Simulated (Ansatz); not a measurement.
Mulliken charges of CH₄SSi, SMILES `C[Si]S` from ωB97M-V/def2-TZVPP in Ansatz (PBE0-D4/def2-TZVP geometry).

| atom | x (Å) | y (Å) | z (Å) | charge (e) |
| --- | --- | --- | --- | --- |
| C1 | -0.833 | 0.620 | -0.259 | -0.426 |
| Si2 | 0.525 | 0.222 | 1.009 | 0.186 |
| S3 | 1.328 | -1.448 | -0.044 | -0.225 |
| H4 | -1.183 | -0.218 | -0.865 | 0.114 |
| H5 | -0.416 | 1.375 | -0.940 | 0.117 |
| H6 | -1.687 | 1.089 | 0.237 | 0.114 |
| H7 | 2.328 | -1.707 | 0.816 | 0.120 |

By hand: the dipole of these point charges (1 e Å = 4.8032 D).

Σ q r = (0.057, 0.158, 0.224) e Å, of length 0.280 e Å = 1.34 D.

How does the dipole of the full density compare? (Estimate.)

Ansatz gave: (-0.058, 0.085, 0.011) e Å, 0.50 D; the point charges give 2.68 times that, at 64° from its direction.

Point charges leave out the atoms' own dipoles, such as those of lone pairs, and Mulliken's split depends on the basis, so the two needn't agree.
